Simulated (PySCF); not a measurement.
# C₅H₆O: excited-state relaxation, vibronic structure

Aim: compute the excited-state relaxation, vibronic structure of C₅H₆O (`C=C/C=C/C=O`).

Programs: PySCF 2.14.0, with routines of our own; each step states its level. All values are computed. Atoms count from 0.

## (1) The system as given

12 atoms, charge 0, multiplicity 1; geometry from: GFN2-xTB.

## (2) Relaxing the molecule at B3LYP/cc-pVDZ

The job: settings as JSON, then the geometry in Å.

```
{"job": {"xc": "B3LYP", "basis": "cc-pVDZ", "grid": 1, "kind": "geom"}, "charge": 0, "multiplicity": 1}
C     -1.810298     0.745760     1.448281
C     -0.761213    -0.004011     1.114517
C     -0.058977     0.135890    -0.133136
C      1.000443    -0.609408    -0.488740
C      1.684040    -0.437683    -1.759887
O      2.638094    -1.078692    -2.127906
H     -2.191224     1.507660     0.787849
H     -2.321683     0.624913     2.387296
H     -0.394140    -0.763777     1.791518
H     -0.425762     0.896497    -0.812368
H      1.390765    -1.376323     0.166713
H      1.251154     0.358487    -2.400165
```

Run with:

```bash
$ OMP_NUM_THREADS=1 python excited_run.py task.json out
```

One launch serves the whole session: the jobs run in the order shown.

Log:

```text
step   0  E = -269.33427589  max force = 0.013224
step   1  E = -269.33591609  max force = 0.001349
step   2  E = -269.33591699  max force = 0.001300
step   3  E = -269.33591893  max force = 0.001025
step   4  E = -269.33592191  max force = 0.000687
step   5  E = -269.33592368  max force = 0.000247
optimisation converged
```

Run time: 21 s. Hardware: 1 thread of Arm Neoverse V1, shared host; peak memory 0.5 GiB.

Along the way:

| step | energy from step 0 (eV) | largest force component (eV/Å) |
| --- | --- | --- |
| 0 | 0.0000 | 0.6800 |
| 1 | -0.0446 | 0.0694 |
| 2 | -0.0447 | 0.0668 |
| 3 | -0.0447 | 0.0527 |
| 4 | -0.0448 | 0.0353 |
| 5 | -0.0448 | 0.0127 |

Close pairs (by a distance rule), those that changed most:

```
  bond  before (Å)  after (Å)  change (Å)
 C0–H6       1.078      1.094      +0.016
 C0–H7       1.076      1.092      +0.016
 C3–C4       1.453      1.468      +0.015
 C2–H9       1.084      1.098      +0.014
 C1–H8       1.082      1.095      +0.014
 C1–C2       1.439      1.452      +0.013
C4–H11       1.110      1.123      +0.013
C3–H10       1.082      1.095      +0.013
```

The next job starts from the end point, and lists it.

```
                         at the end point                 value
  point group (found at 0.08 Å tolerance)                    Cs
rotational constants (GHz, main isotopes)  28.676, 1.333, 1.273
                        dipole moment (D)                  3.79
```

## (3) Excited-state relaxation: TDDFT B3LYP/cc-pVDZ

The job: settings as JSON, then the geometry in Å.

```
{"job": {"kind": "xopt", "state": "S1", "method": "TDDFT", "freq": false, "xc": "B3LYP", "basis": "cc-pVDZ", "grid": 1}, "charge": 0, "multiplicity": 1}
C     -1.867926     0.808867     1.486795
C     -0.809787     0.042200     1.168532
C     -0.080781     0.159558    -0.081665
C      0.984273    -0.596704    -0.431695
C      1.663249    -0.413419    -1.720742
O      2.621964    -1.063072    -2.090917
H     -2.239711     1.577402     0.802716
H     -2.392368     0.691874     2.437249
H     -0.460470    -0.719545     1.874001
H     -0.433162     0.923951    -0.786561
H      1.382851    -1.374636     0.227318
H      1.223453     0.393809    -2.365757
```

Level: TDDFT B3LYP/cc-pVDZ excited-state geometry optimisation, gas phase.

Log:

```text
final grid: 45912 points
cycle   1  E = -269.1911053086  dE =  7.743e-01  |g| = 8.173e-01  |ddm| = 6.820e+00
cycle   2  E = -268.5139493285  dE =  6.772e-01  |g| = 1.928e+00  |ddm| = 4.233e+00
cycle   3  E = -269.3272491003  dE = -8.133e-01  |g| = 1.692e-01  |ddm| = 3.273e+00
cycle   4  E = -269.3331116903  dE = -5.863e-03  |g| = 9.915e-02  |ddm| = 4.680e-01
cycle   5  E = -269.3355194045  dE = -2.408e-03  |g| = 3.910e-02  |ddm| = 1.929e-01
cycle   6  E = -269.3359026337  dE = -3.832e-04  |g| = 8.801e-03  |ddm| = 6.332e-02
cycle   7  E = -269.3359212198  dE = -1.859e-05  |g| = 3.108e-03  |ddm| = 1.491e-02
cycle   8  E = -269.3359233271  dE = -2.107e-06  |g| = 1.142e-03  |ddm| = 5.406e-03
cycle   9  E = -269.3359236316  dE = -3.045e-07  |g| = 4.183e-04  |ddm| = 2.168e-03
cycle  10  E = -269.3359236765  dE = -4.487e-08  |g| = 7.231e-05  |ddm| = 7.195e-04
cycle  11  E = -269.3359236776  dE = -1.182e-09  |g| = 1.769e-05  |ddm| = 1.313e-04
cycle  12  E = -269.3359236777  dE = -7.333e-11  |g| = 5.904e-06  |ddm| = 3.620e-05
converged SCF energy = -269.3359236777

vertical S1 at the ground-state geometry: 3.2669 eV
step    E(state)/Eh    max force   excitation/eV  root
  0    -269.21890359   0.073560     3.1425      1
  1    -269.22904810   0.008223     2.4792      1
  2    -269.22957939   0.008875     2.2962      1
  3    -269.23059533   0.006189     2.3801      1
  4    -269.23043301   0.005953     2.4021      1
  5    -269.23074327   0.001331     2.3798      1
  6    -269.23076313   0.000256     2.3686      1
  7    -269.23076156   0.000687     2.3686      1
  8    -269.23076862   0.000286     2.3681      1
optimisation converged
vertical emission 2.3681 eV, adiabatic 2.8614 eV, Stokes shift 0.8988 eV, reorganisation 0.4055 (excited) and 0.4933 eV (ground)
in cyclohexane: absorption 3.3610 eV (f = 0.0000, root 1), emission 2.5082 eV (f = 0.0000, root 1)
in acetonitrile: absorption 3.4927 eV (f = 0.0001, root 1), emission 2.7147 eV (f = 0.0001, root 1)
```

Wall time 1.7 min (1 thread of Arm Neoverse V1, shared host); peak memory 0.6 GiB.

Key values:

| quantity | value |
| --- | --- |
| vertical absorption, S1 | 3.27 eV |
| adiabatic energy, S1 | 2.86 eV |
| vertical emission, S1 | 2.37 eV |
| Stokes shift, S1 | 0.90 eV |
| geometry moved (RMSD), S1 | 0.055 Å |

Bonds of the start that changed most:

```csv
bond,start (Å),end (Å)
C3–C4,1.468,1.378
C4–O5,1.216,1.277
C2–C3,1.352,1.412
C1–C2,1.452,1.414
C0–C1,1.345,1.368
C4–H11,1.123,1.121
```

## (4) Excited-state relaxation: UKS B3LYP/cc-pVDZ

Settings changed since step 3:

```diff
@@ -1,2 +1,2 @@
-{"job": {"kind": "xopt", "state": "S1", "method": "TDDFT", "freq": false, "xc": "B3LYP", "basis": "cc-pVDZ", "grid": 1}, "charge": 0, "multiplicity": 1}
+{"job": {"kind": "xopt", "state": "T1", "method": "UKS", "freq": false, "xc": "B3LYP", "basis": "cc-pVDZ", "grid": 1}, "charge": 0, "multiplicity": 1}
 C     -1.867926     0.808867     1.486795
```

Method: UKS B3LYP/cc-pVDZ excited-state geometry optimisation, gas phase.

Log:

```text
final grid: 45912 points
cycle   1  E = -269.1911053086  dE =  7.743e-01  |g| = 8.173e-01  |ddm| = 6.820e+00
cycle   2  E = -268.5139493285  dE =  6.772e-01  |g| = 1.928e+00  |ddm| = 4.233e+00
cycle   3  E = -269.3272491003  dE = -8.133e-01  |g| = 1.692e-01  |ddm| = 3.273e+00
cycle   4  E = -269.3331116903  dE = -5.863e-03  |g| = 9.915e-02  |ddm| = 4.680e-01
cycle   5  E = -269.3355194045  dE = -2.408e-03  |g| = 3.910e-02  |ddm| = 1.929e-01
cycle   6  E = -269.3359026337  dE = -3.832e-04  |g| = 8.801e-03  |ddm| = 6.332e-02
cycle   7  E = -269.3359212198  dE = -1.859e-05  |g| = 3.108e-03  |ddm| = 1.491e-02
cycle   8  E = -269.3359233271  dE = -2.107e-06  |g| = 1.142e-03  |ddm| = 5.406e-03
cycle   9  E = -269.3359236316  dE = -3.045e-07  |g| = 4.183e-04  |ddm| = 2.168e-03
cycle  10  E = -269.3359236765  dE = -4.487e-08  |g| = 7.231e-05  |ddm| = 7.195e-04
cycle  11  E = -269.3359236776  dE = -1.182e-09  |g| = 1.769e-05  |ddm| = 1.313e-04
cycle  12  E = -269.3359236777  dE = -7.333e-11  |g| = 5.904e-06  |ddm| = 3.620e-05
converged SCF energy = -269.3359236777

vertical T1 at the ground-state geometry: 2.7819 eV
step    E(state)/Eh    max force   <S^2>
  0    -269.23739967   0.089619    2.0201
  1    -269.25208231   0.022824    2.0222
  2    -269.25317572   0.017598    2.0226
  3    -269.25496042   0.007674    2.0224
  4    -269.25502452   0.006931    2.0219
  5    -269.25534556   0.003747    2.0218
  6    -269.25532494   0.001984    2.0217
  7    -269.25540223   0.001014    2.0216
  8    -269.25540938   0.000762    2.0215
  9    -269.25541905   0.000643    2.0214
 10    -269.25542280   0.000464    2.0214
 11    -269.25542214   0.000309    2.0214
optimisation converged
vertical emission 1.6140 eV, adiabatic 2.1906 eV, Stokes shift 1.1679 eV, reorganisation 0.5913 (excited) and 0.5766 eV (ground)
```

Wall time 87 s (1 thread of Arm Neoverse V1, shared host); peak memory 0.54 GiB.

Key values:

| quantity | value |
| --- | --- |
| vertical gap at the ground-state geometry, T1 | 2.78 eV |
| adiabatic energy, T1 | 2.19 eV |
| vertical gap at the relaxed geometry, T1 | 1.61 eV |
| difference of the two gaps, T1 | 1.17 eV |
| geometry moved (RMSD), T1 | 0.092 Å |

Bonds of the start that changed most:

```csv
bond,start (Å),end (Å)
C2–C3,1.352,1.462
C1–C2,1.452,1.367
C0–C1,1.345,1.430
C3–C4,1.468,1.420
C4–O5,1.216,1.245
C4–H11,1.123,1.118
```

## (5) Vibronic structure: TDDFT B3LYP/cc-pVDZ

Settings changed since step 4:

```diff
@@ -1,2 +1,2 @@
-{"job": {"kind": "xopt", "state": "T1", "method": "UKS", "freq": false, "xc": "B3LYP", "basis": "cc-pVDZ", "grid": 1}, "charge": 0, "multiplicity": 1}
+{"job": {"kind": "vib", "tda": false, "freq": false, "xc": "B3LYP", "basis": "cc-pVDZ", "grid": 1}, "charge": 0, "multiplicity": 1}
 C     -1.867926     0.808867     1.486795
```

Level: TDDFT B3LYP/cc-pVDZ vertical-gradient vibronic structure (displaced harmonic oscillators, Condon), gas phase.

Log:

```text
final grid: 45912 points
cycle   1  E = -269.1911053086  dE =  7.743e-01  |g| = 8.173e-01  |ddm| = 6.820e+00
cycle   2  E = -268.5139493285  dE =  6.772e-01  |g| = 1.928e+00  |ddm| = 4.233e+00
cycle   3  E = -269.3272491003  dE = -8.133e-01  |g| = 1.692e-01  |ddm| = 3.273e+00
cycle   4  E = -269.3331116903  dE = -5.863e-03  |g| = 9.915e-02  |ddm| = 4.680e-01
cycle   5  E = -269.3355194045  dE = -2.408e-03  |g| = 3.910e-02  |ddm| = 1.929e-01
cycle   6  E = -269.3359026337  dE = -3.832e-04  |g| = 8.801e-03  |ddm| = 6.332e-02
cycle   7  E = -269.3359212198  dE = -1.859e-05  |g| = 3.108e-03  |ddm| = 1.491e-02
cycle   8  E = -269.3359233271  dE = -2.107e-06  |g| = 1.142e-03  |ddm| = 5.406e-03
cycle   9  E = -269.3359236316  dE = -3.045e-07  |g| = 4.183e-04  |ddm| = 2.168e-03
cycle  10  E = -269.3359236765  dE = -4.487e-08  |g| = 7.231e-05  |ddm| = 7.195e-04
cycle  11  E = -269.3359236776  dE = -1.182e-09  |g| = 1.769e-05  |ddm| = 1.313e-04
cycle  12  E = -269.3359236777  dE = -7.333e-11  |g| = 5.904e-06  |ddm| = 3.620e-05
converged SCF energy = -269.3359236777

Singlet excitations (eV, f): 3.267 (0.0000)  5.019 (0.7484)  6.016 (0.0004)  6.397 (0.0405)  6.696 (0.0000)  7.344 (0.0000)

State S1  3.2669 eV  f = 0.00003  H->L 0.96
  relaxed dipole 1.485 D, largest gradient of the excitation energy 0.0789 Eh/bohr
  mode    cm-1        S   lambda/meV  Raman
   24   1733.1    0.5246     112.7   1.000
   22   1627.0    0.5385     108.6   0.905
   15   1126.6    0.4793      66.9   0.386
   16   1167.6    0.1579      22.9   0.137
   20   1381.7    0.0825      14.1   0.100
    5    377.4    0.2269      10.6   0.021
    7    583.4    0.0991       7.2   0.021
   23   1647.4    0.0278       5.7   0.048
   18   1266.3    0.0181       2.8   0.018
   12    950.0    0.0207       2.4   0.012
    2    151.3    0.1291       2.4   0.002
   17   1210.8    0.0056       0.8   0.005
  reorganisation energy 0.3589 eV, total S 2.318, 0-0 2.9080 eV
  absorption maximum 3.116 eV, width 0.456 eV

State S2  5.0194 eV  f = 0.74838  H-1->L 0.96
  relaxed dipole 5.942 D, largest gradient of the excitation energy 0.0536 Eh/bohr
  mode    cm-1        S   lambda/meV  Raman
   22   1627.0    0.5865     118.3   1.000
   23   1647.4    0.2129      43.5   0.372
    2    151.3    1.0693      20.1   0.016
    6    432.9    0.2977      16.0   0.036
   24   1733.1    0.0263       5.7   0.051
   21   1406.2    0.0285       5.0   0.036
   19   1287.9    0.0282       4.5   0.030
   16   1167.6    0.0310       4.5   0.027
   18   1266.3    0.0270       4.2   0.028
   20   1381.7    0.0165       2.8   0.020
   17   1210.8    0.0159       2.4   0.015
    5    377.4    0.0403       1.9   0.004
  reorganisation energy 0.2302 eV, total S 2.395, 0-0 4.7892 eV
  absorption maximum 4.815 eV, width 0.306 eV

State S4  6.3973 eV  f = 0.04053  H-2->L 0.62, H-1->L+1 0.33
  relaxed dipole 3.274 D, largest gradient of the excitation energy 0.0674 Eh/bohr
  mode    cm-1        S   lambda/meV  Raman
   22   1627.0    0.6664     134.4   1.000
   23   1647.4    0.3975      81.2   0.612
    6    432.9    0.7208      38.7   0.077
   19   1287.9    0.2099      33.5   0.197
   24   1733.1    0.1148      24.7   0.195
   15   1126.6    0.1525      21.3   0.110
   12    950.0    0.0362       4.3   0.019
   18   1266.3    0.0223       3.5   0.020
   17   1210.8    0.0166       2.5   0.014
   16   1167.6    0.0113       1.6   0.009
   21   1406.2    0.0055       1.0   0.006
  reorganisation energy 0.3508 eV, total S 2.388, 0-0 6.0465 eV
  absorption maximum 6.250 eV, width 0.480 eV

State T1  2.7236 eV  f = 0.00000  H-1->L 0.96
  relaxed dipole 4.261 D, largest gradient of the excitation energy 0.0919 Eh/bohr
  mode    cm-1        S   lambda/meV  Raman
   22   1627.0    1.7285     348.7   1.000
   23   1647.4    0.3931      80.3   0.233
   16   1167.6    0.2221      32.2   0.066
   17   1210.8    0.1092      16.4   0.035
   15   1126.6    0.0823      11.5   0.023
   21   1406.2    0.0589      10.3   0.025
    2    151.3    0.4947       9.3   0.002
   19   1287.9    0.0486       7.8   0.018
   18   1266.3    0.0479       7.5   0.017
    6    432.9    0.0827       4.4   0.003
   12    950.0    0.0307       3.6   0.006
   24   1733.1    0.0130       2.8   0.009
  reorganisation energy 0.5378 eV, total S 3.347, 0-0 2.1858 eV
  absorption maximum 2.594 eV, width 0.640 eV
```

It took 15 s on 1 thread of Arm Neoverse V1, shared host; peak memory 0.58 GiB.

## (6) Outcome

| quantity | value |
| --- | --- |
| point group | Cs |
| rotational constants (main isotopes) | 28.68, 1.33, 1.27 GHz |
| vertical absorption, S1 (step 3, TDDFT B3LYP/cc-pVDZ) | 3.27 eV |
| adiabatic energy, S1 (step 3, TDDFT B3LYP/cc-pVDZ) | 2.86 eV |
| vertical emission, S1 (step 3, TDDFT B3LYP/cc-pVDZ) | 2.37 eV |
| Stokes shift, S1 (step 3, TDDFT B3LYP/cc-pVDZ) | 0.90 eV |
| vertical gap at the ground-state geometry, T1 (step 4, UKS B3LYP/cc-pVDZ) | 2.78 eV |
| adiabatic energy, T1 (step 4, UKS B3LYP/cc-pVDZ) | 2.19 eV |
| vertical gap at the relaxed geometry, T1 (step 4, UKS B3LYP/cc-pVDZ) | 1.61 eV |
| difference of the two gaps, T1 (step 4, UKS B3LYP/cc-pVDZ) | 1.17 eV |
| S1: vertical, reorganisation, 0-0, total S (step 5, TDDFT B3LYP/cc-pVDZ, modes from GFN2-xTB) | 3.27, 0.36, 2.91 eV; 2.3 |
| S2: vertical, reorganisation, 0-0, total S (step 5, TDDFT B3LYP/cc-pVDZ, modes from GFN2-xTB) | 5.02, 0.23, 4.79 eV; 2.4 |
| S4: vertical, reorganisation, 0-0, total S (step 5, TDDFT B3LYP/cc-pVDZ, modes from GFN2-xTB) | 6.40, 0.35, 6.05 eV; 2.4 |

What this shows: The optimisation took 5 steps and gained 0.045 eV; among the close pairs (by a distance rule), C0–H6 changed most, from 1.078 to 1.094 Å. Where no frequencies were run, the relaxed excited state may be a saddle. In step 3 (excited-state relaxation), among the bonds C3–C4 changes most, from 1.468 to 1.378 Å. In step 4 (excited-state relaxation), among the bonds C2–C3 changes most, from 1.352 to 1.462 Å. The vibronic model keeps the ground-state modes (from xTB) and shifts them along the gradient alone, so it can miss much of the relaxation that a full optimisation finds. ΔSCF (UKS) and response values aren't on one footing and may follow different states, so their differences aren't method errors alone, and singlets and triplets from the two don't rank.
